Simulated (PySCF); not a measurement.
Mayer bond orders and bond lengths

C₃H₇NO.
Numbering: `[H]/[N:5]=[C:3](\[O:2][CH3:1])[CH3:4]` (hydrogens: H6, H7, H8 on C1; H9, H10, H11 on C4; H12 on N5)

Structure used (PBE0-D3(BJ)/def2-SVP), in Å, numbered top down from 1:
```xyz
12
C3H7NO angstrom
C     -1.7005   -0.3178   -0.0636
O     -0.3412   -0.6496   -0.1564
C      0.5628    0.3604   -0.1567
C      1.9489   -0.1910   -0.2413
N      0.3289    1.6036   -0.0922
H     -2.2577   -1.2625   -0.0571
H     -1.9240    0.2351    0.8658
H     -2.0335    0.2872   -0.9253
H      2.0514   -0.8179   -1.1395
H      2.1514   -0.8335    0.6288
H      2.6705    0.6320   -0.2730
H     -0.6696    1.8111   -0.0383
```

Bond orders from the PBE0/pcSseg-1 density (PySCF). Geometry: PBE0-D3(BJ)/def2-SVP, one conformer, isolated molecule.

Question: Where do the orders between heavy atoms depart from those drawn in the SMILES?

Answer: The largest departure is 0.097, at C1–O2 (drawn single, 0.903).

Question: Set the Mayer orders of the bonds beside their lengths.

Answer: 
```tsv
bond	drawn as	length (Å)	Mayer order
C1–O2	single	1.402	0.903
O2–C3	single	1.355	1.056
C3–C4	single	1.494	0.989
C3–N5	double	1.267	1.970
C1–H6	single	1.097	0.969
C1–H7	single	1.104	0.954
C1–H8	single	1.104	0.954
C4–H9	single	1.100	0.952
C4–H10	single	1.100	0.951
C4–H11	single	1.095	0.964
N5–H12	single	1.021	0.934
```

Bonds between the same two heavy elements. C–O: lowest C1–O2 (0.903, 1.402 Å), highest O2–C3 (1.056, 1.355 Å).

Question: Sum the orders of all bonds at each heavy atom with more than one neighbour and set the sums beside the valence in the SMILES.

Answer: C1 3.780 (drawn 4), O2 1.959 (drawn 2), C3 4.015 (drawn 4), C4 3.856 (drawn 4), N5 2.904 (drawn 3). Orders between atoms that aren't bonded are not in these sums.

Mayer orders depend on the basis set.
